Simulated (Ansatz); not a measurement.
## SiH2F2 (SiF2H2): methods side by side

SiH2F2: 5 atoms, total charge 0, spin state singlet. As SMILES, `[H][Si]([H])(F)F`. The coordinates come from a GFN2-xTB relaxation.

```jsonl
{"atom": "Si", "x (Å)": "-0.0914", "y (Å)": "0.0006", "z (Å)": "-0.0643"}
{"atom": "F", "x (Å)": "0.0092", "y (Å)": "-0.0188", "z (Å)": "1.5265"}
{"atom": "F", "x (Å)": "1.4360", "y (Å)": "0.0106", "z (Å)": "-0.5197"}
{"atom": "H", "x (Å)": "-0.6801", "y (Å)": "1.2578", "z (Å)": "-0.4555"}
{"atom": "H", "x (Å)": "-0.6737", "y (Å)": "-1.2502", "z (Å)": "-0.4869"}
```

Quantity: the energy change with the Si1–F2 bond stretched from 1.594 to 2.391 Å, in eV. The values are calculated.

```tsv
level	kind	program	value (eV)	less FCI/STO-3G	CPU time (all runs)
HF/STO-3G (restricted)	Hartree–Fock	Ansatz	4.99	+2.01	0.22 s
SVWN5/STO-3G (restricted)	LDA	Ansatz	3.47	+0.49	1.6 s
revPBE/STO-3G (restricted)	GGA	Ansatz	3.00	+0.02	2.5 s
r2SCAN0/STO-3G (restricted)	hybrid meta-GGA	Ansatz	3.87	+0.89	5.5 s
wB97M-V/STO-3G (restricted)	range-separated hybrid	Ansatz	3.89	+0.91	39 s
B2PLYP/STO-3G (restricted)	double hybrid	Ansatz	3.70	+0.72	3.4 s
CCSD/STO-3G (restricted)	coupled cluster or CI	Ansatz	3.04	+0.06	0.38 s
FCI/STO-3G	exact in the basis	Ansatz	2.98	0.00	8.2 s
```

FCI/STO-3G is exact within its basis and frozen core, so for wave-function methods in that basis the difference is their error; functionals converge differently with the basis, so for them it is only a difference. Spin-restricted single references rise too steeply as a bond breaks, Hartree–Fock most of all. Perturbation and coupled-cluster corrections on them can overshoot downwards. The first shape isn't each level's own minimum. The values span 2.98 to 4.99 eV. All rows use very small basis sets, so even the best lies far from the true value. Times are those of the runs behind each value, whatever else they computed, on shared processors of several kinds: orders of magnitude only.
